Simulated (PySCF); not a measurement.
# C3H5Cl2: g tensor and hyperfine couplings

Species: C3H5Cl2 (doublet state).
Geometry (GFN2-xTB, Å), atoms numbered from 1 in this order:
```xyz
10
C3H5Cl2 angstrom
C      1.3621    0.3758    0.3455
C      0.3369   -0.3277   -0.4413
C     -1.0623   -0.1045    0.1464
Cl    -2.2774   -1.0649   -0.7331
Cl    -1.5038    1.6150    0.0592
H      1.4480    0.1876    1.3981
H      1.9716    1.1381   -0.0940
H      0.5036   -1.4135   -0.4174
H      0.3445   -0.0034   -1.4822
H     -1.1143   -0.3979    1.1964
```

The hyperfine couplings belong to this conformer and change with its torsions.

Identity: `[CH2]CC(Cl)Cl` [radical].

Method used: UKS B3LYP, pcH-1 on C Cl H, non-relativistic, mean-field spin-orbit, GIAO in PySCF 2.14.0. The structure is a single GFN2-xTB conformer in the gas phase; no vibrational or solvent corrections. Couplings are sensitive to structure, and on GFN2-xTB geometries they can be far from those on DFT ones. The SCF solution wasn't tested for stability.

- g1, g2, g3: 2.00223, 2.00286, 2.00560
- g_iso: 2.00356
- Form of g: rhombic: the two nearest values differ by 19 % of g3 − g1
- ⟨S²⟩: 0.7536 (exact 0.7500)
- Basis functions: 195

Isotropic coupling and dipolar principal values T1 to T3, in MHz; ρ(0) is the spin density at the nucleus:

| atom | isotope | a_iso | of which spin–orbit | T1 | T2 | T3 | Mulliken spin population | ρ(0) (bohr⁻³) |
| --- | --- | --- | --- | --- | --- | --- | --- | --- |
| C1 | 13C | 91.2 | -0.1 | -82.2 | -81.4 | 163.6 | 1.08 | 0.0813 |
| C2 | 13C | -31.6 | 0.0 | -2.0 | -0.6 | 2.6 | -0.08 | -0.0281 |
| C3 | 13C | 105.0 | 0.0 | -3.8 | -3.2 | 7.0 | 0.04 | 0.0934 |
| Cl4 | 35Cl | -0.8 | 0.0 | -2.2 | -1.6 | 3.8 | 0.01 | -0.0019 |
| Cl5 | 35Cl | 1.5 | 0.0 | -3.0 | -2.2 | 5.2 | 0.01 | 0.0035 |
| H6 | 1H | -63.4 | 0.0 | -39.3 | -0.8 | 40.1 | -0.05 | -0.0142 |
| H7 | 1H | -64.5 | 0.0 | -39.7 | -0.4 | 40.1 | -0.05 | -0.0144 |
| H8 | 1H | 108.4 | 0.0 | -5.8 | -3.7 | 9.5 | 0.04 | 0.0243 |
| H9 | 1H | 3.3 | 0.0 | -5.4 | -3.9 | 9.3 | 0.00 | 0.0007 |
| H10 | 1H | -3.0 | 0.0 | -4.0 | -2.6 | 6.6 | 0.00 | -0.0007 |

The Mulliken spin populations are largest on C1 (+1.08) and C2 (-0.08). C1 is the only atom above +0.15. The positive populations add up to 1.17 and the negative ones to -0.17, together 2S = 1. The angles at C1 add up to 359.8°, so it is planar; its axial dipolar tensor and the negative couplings of its protons fit spin in a p orbital normal to that plane.

Axes: g3 points within 15° of the C1–H6 bond.

Under fast tumbling the dipolar parts average out, and these isotropic splittings remain: 2 × 1H (H6/H7, I = 1/2, 3 lines) with 2.28 mT, 2 × 1H (H8/H9, I = 1/2, 3 lines) with 1.99 mT and 1 × 1H (H10, I = 1/2, 2 lines) with 0.11 mT.

Nuclei that the bonding pattern makes equivalent are averaged, as if the motion that swaps them (rotation, inversion, ring flip) were fast. The 1H value of +55.9 MHz is a mean of couplings from 3.3 to 108.4 MHz in this one geometry, not an average over conformers.

The 13C coupling of C3 (105.0 MHz) shows only in satellite lines or after enrichment, since that isotope makes up about 1.07 % of natural carbon.

The run took 33 s wall (grids of density and orbitals included) on one thread, Arm Neoverse V1 (aarch64), no GPU, shared host with 32 logical CPUs at a one-minute load of 24, and the process peaked at 0.66 GiB of memory.
